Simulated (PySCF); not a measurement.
Where the electron goes

C2H7OP.
SMILES with atom numbers: `[CH3:1][PH:2]([CH3:3])=[O:4]` (hydrogens: H5, H6, H7 on C1; H8 on P2; H9, H10, H11 on C3)

Structure used (PBE0-D3(BJ)/def2-SVP), in Å, numbered top down from 1:
```
atom  x, y, z in Å
C1    -1.4089   -0.0799    0.5015
P2     0.1065    0.8036    0.0377
C3     1.3348   -0.4853   -0.3109
O4     0.5508    1.8432    1.0135
H5    -1.7114   -0.8084   -0.2653
H6    -2.2119    0.6567    0.6474
H7    -1.2377   -0.5964    1.4577
H8    -0.2123    1.2791   -1.2740
H9     2.2513   -0.0029   -0.6798
H10    1.5742   -1.0066    0.6279
H11    0.9731   -1.2089   -1.0564
```

Computed with PySCF, TDDFT CAM-B3LYP/def2-SVPD, vertical, gas phase, core orbitals frozen in the response.

Kohn–Sham orbitals with the atoms that hold most of them (Löwdin shares over 4%, at most four atoms; ? is withheld):

```json
{"orbital": "HOMO-3", "ε (eV)": "-12.19", "atoms": "C3 24%, C1 24%, P2 15%, H9 11%"}
{"orbital": "HOMO-2", "ε (eV)": "-11.72", "atoms": "O4 69%, P2 15%, C1 4%, C3 4%"}
{"orbital": "HOMO-1", "ε (eV)": "-9.22", "atoms": "?"}
{"orbital": "HOMO", "ε (eV)": "-9.17", "atoms": "?"}
{"orbital": "LUMO", "ε (eV)": "1.09", "atoms": "C1 20%, C3 20%, H5 11%, H11 11%"}
{"orbital": "LUMO+1", "ε (eV)": "1.75", "atoms": "C3 16%, C1 16%, H9 9%, H6 9%"}
{"orbital": "LUMO+2", "ε (eV)": "1.97", "atoms": "H8 32%, P2 17%, O4 11%, H7 9%"}
```

Task: Which atoms hold the HOMO-1, and with what shares?

Result: O4 (bonded to P) 66%; P2 (bonded to 2 C, O and H) 18%; H8 (bonded to P) 9%.

Task: Give the leading atoms of the HOMO.

Result: O4 (bonded to P) 67%; P2 (bonded to 2 C, O and H) 13%; C3 (bonded to P and 3 H) 8%; C1 (bonded to P and 3 H) 8%. By element: oxygen 67%, carbon 16%, phosphorus 13%.

Task: The HOMO–LUMO gap is 10.25 eV. Where does the response calculation put the lowest singlet, and from which orbitals?

Result: S1 is at 7.33 eV (f = 0.033), 2.93 eV below the gap, made of HOMO→LUMO (73%), HOMO→LUMO+3 (12%), HOMO→LUMO+2 (11%). 

Task: Give energy, strength and leading configuration of S1, S5 and S6, and follow the Löwdin shares of the leading atoms from the occupied to the empty orbital.

Result: 
- S1 (7.33 eV, f 0.033), HOMO→LUMO (73%): O4 67% → at most 12%, P2 13% → at most 12%, C1 8% → 20%, C3 8% → 20%
- S5 (7.94 eV, f 0.032), HOMO-1→LUMO+1 (79%): O4 66% → at most 9%, P2 18% → at most 9%, C3 at most 4% → 16%, C1 at most 4% → 16%
- S6 (8.11 eV, f 0.023), HOMO→LUMO+1 (77%): O4 67% → at most 9%, P2 13% → at most 9%, C3 8% → 16%, C1 8% → 16%
